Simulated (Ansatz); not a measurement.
Sr₄ZrPt: from a trial structure to a relaxed crystal

Theory: DFT PBE, scalar-relativistic, plane waves, PAW in Ansatz. Cutoff 420 eV, Γ-centred k mesh, Gaussian smearing, no spin polarisation in the final step.

Sr₄ZrPt was placed on the sites of a reported MgInCu4 cell (F-43m, No. 216), with Zr in place of Mg, Pt in place of In, Sr in place of Cu, at a guessed volume.

```
CELL_PARAMETERS angstrom
0.00000 4.24326 4.24326
4.24326 0.00000 4.24326
4.24326 4.24326 0.00000
ATOMIC_POSITIONS crystal
Sr 0.37500 0.87500 0.37500
Sr 0.37500 0.37500 0.87500
Sr 0.37500 0.37500 0.37500
Sr 0.87500 0.37500 0.37500
Zr 0.00000 0.00000 0.00000
Pt 0.75000 0.75000 0.75000
```

Cell and atoms relax at zero pressure; the relaxation can't lower the symmetry of the start. After a coarse first stage the cell is made exact in the group found at 0.06 Å.

The zero of energy is the elements' standard structures at the same level; no fitted shifts are applied.

**Question.** Which crystal results?

**Answer.** It keeps F-43m (No. 216). Conventional cell: a = 9.559 Å. Around Sr lie 6 Sr at 3.38 Å, 3 Pt at 3.96 Å and 3 Zr at 3.96 Å; around Zr lie 12 Sr at 3.96 Å and 4 Pt at 4.14 Å; Pt has 12 Sr at 3.96 Å and 4 Zr at 4.14 Å.

```
Sr Zr Pt
1.0
     0.00000    4.77931    4.77931
     4.77931    0.00000    4.77931
     4.77931    4.77931    0.00000
Sr Zr Pt
4 1 1
Direct
  0.37509 0.37509 0.87472
  0.37509 0.87472 0.37509
  0.87472 0.37509 0.37509
  0.37509 0.37509 0.37509
  0.00000 0.00000 0.00000
  0.75000 0.75000 0.75000
```

**Question.** What are its volume, energy, density and gap?

**Answer.** The volume per atom is 36.39 Å³. The density is 4.84 g/cm³ and the energy over the elements is 0.96 eV/atom. The gap on the 8×8×8 mesh is 0 eV (a metal).

The final run used a 8×8×8 mesh on its 6-atom cell and 0.10 eV smearing. The k mesh leaves about 4 meV/atom of noise in metals. Spin–orbit coupling is left out. A structure relaxed within its symmetry needn't be a true minimum.

Cost: 3 runs of about 3.2 core-minutes in all, on Arm Neoverse V2 (shared hosts).